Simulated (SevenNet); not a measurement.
**Rhombohedral A7 Sb**

All values below come from the machine-learned potential SevenNet-l3i5 (trained on PBE and PBE+U data).

Cell (relaxed at this level):

```xyz
2
Lattice="2.1975 1.2687 3.8357 -2.1975 1.2687 3.8357 0.0000 -2.5375 3.8357" Properties=species:S:1:pos:R:3 pbc="T T T"
Sb     0.0000     0.0000     8.8446
Sb     0.0000     0.0000     2.6624
```

```yaml
lattice_constant_a: 4.395 Å
lattice_parameter_c: 11.507 Å
equilibrium_volume_per_atom: 32.08 Å³/atom
```

Measured, for comparison: lattice constant a 4.301 Å, lattice parameter c 11.232 Å (78 K, zero-point motion not removed; as tabulated in Schiferl, Barrett, J. Appl. Cryst. 2, 30 (1969), COD 9009654). Computed (rounded) less measured: lattice constant a +2.2 %, lattice parameter c +2.4 %.

A machine-learned potential is trained on density-functional data: it inherits that level's misses and adds fitting errors of its own.

Note: this model's volume lies 6 % above that of the starting cell (a measured, published or database cell).
